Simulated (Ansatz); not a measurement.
# C2HCl2: the cost of one run

The runs use Ansatz 0.2.0, Gaussian basis; single points in def2-TZVPP.

Cores are frozen in the correlated methods.

## Step 1: The starting structure

SMILES `Cl[C+]=CCl`, 5 atoms, charge 1, spin multiplicity 1.

Atoms are counted from 1 here; the program's logs count them from 0.

Bond lengths: Cl1–C2 1.566 Å, C2–C3 1.312 Å, C3–Cl4 1.596 Å, C3–H5 1.115 Å. Angles: Cl1–C2–C3 173.4°, C2–C3–Cl4 137.2°, C2–C3–H5 105.5°, Cl4–C3–H5 117.2°.

Coordinates:

```
Cl   -0.6106   -1.7218    1.4728
C    -0.2968   -0.5491    0.4840
C     0.1062    0.3799   -0.3499
Cl   -0.5577    1.3659   -1.4152
H     1.2031    0.4805   -0.1762
```

## Step 2: PBE-D4/def2-TZVPP

File run/in.yaml:

```yaml
crystal:
  periodic: [false, false, false]
  atoms:
    - {symbol: Cl, position_ang: [-0.610576, -1.721761, 1.472789]}
    - {symbol: C, position_ang: [-0.296818, -0.549070, 0.483961]}
    - {symbol: C, position_ang: [0.106168, 0.379898, -0.349921]}
    - {symbol: Cl, position_ang: [-0.557724, 1.365912, -1.415199]}
    - {symbol: H, position_ang: [1.203076, 0.480549, -0.176240]}
basis:
  gaussian: {orbitals: def2-TZVPP}
total_charge: 1
hamiltonian: {xc: pbe, dispersion: d4}
output: {forces: true}
```

The run is started by

```bash
$ ansatz run in.yaml --threads 2 --pin off --events-out ev --progress --plain --max-ram 3481MiB
```

**Question.** How long does this run take on 2 threads of Intel Xeon at 2.50GHz, shared host?

About 3.7 s.
